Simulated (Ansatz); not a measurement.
Two shapes of singlet N2O.

Shape 1:

```xyz
3

N     0.0000    0.0000   -1.1943
N     0.0000    0.0000   -0.0683
O     0.0000    0.0000    1.1047
```

Shape 2:

```xyz
3

N     0.0436   -0.0227   -1.2037
N    -0.0394    0.0049   -0.0379
O    -0.0400    0.0017    1.0748
```

Basis set: def2-TZVP (spherical functions). Correlated methods keep 3 orbitals frozen. Charge 0, multiplicity 1.

Computed with Ansatz (development build ahead of 0.2.0); each method stands on the lowest determinant of its kind that the runs found.

Which shape is lower in energy, and by how much in each method?

```json
{"method": "RHF", "E(2) − E(1) (eV)": "0.447"}
{"method": "RHF-MP2", "E(2) − E(1) (eV)": "0.213"}
```

Shape 1 is lower.
